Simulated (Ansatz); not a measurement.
H₅OSi₂ (`O[SiH2][SiH2]`) radical. Charge 0, multiplicity 2.

```xyz
8

O     1.674    0.462   -0.871
Si    0.363    0.733    0.096
Si   -0.751   -1.251    0.627
H     1.518    0.100   -1.744
H     0.890    1.343    1.341
H    -0.576    1.699   -0.551
H    -1.824   -1.093    1.649
H    -1.295   -1.993   -0.547
```

(1) What are the harmonic wavenumbers in cm⁻¹ at PBE0-D4/def2-TZVP (Ansatz, finite differences of forces, unscaled)? (Best estimate.)

(2) Is this a minimum?

(3) Give the ideal-gas thermochemistry at 298.15 K and 1 bar (rigid rotor, harmonic oscillator; point group C1, symmetry number 1).

## Answers

(1) Computed: 66, 161, 193, 374, 415, 487, 574, 716, 830, 858, 897, 919, 948, 2173, 2190, 2214, 2243, 3926.

(2) Yes, all 18 modes are real.

(3) Zero-point energy 120.7 kJ/mol; H(298) − E = 139.6 kJ/mol; entropy 328.7 J/(mol·K), of which translation 163.1, rotation 104.7, vibration 55.2, electronic 5.8; G(298) − E = 41.6 kJ/mol. Modes under 100 cm⁻¹ are hindered rotations or soft bends, so the harmonic entropy is rough.
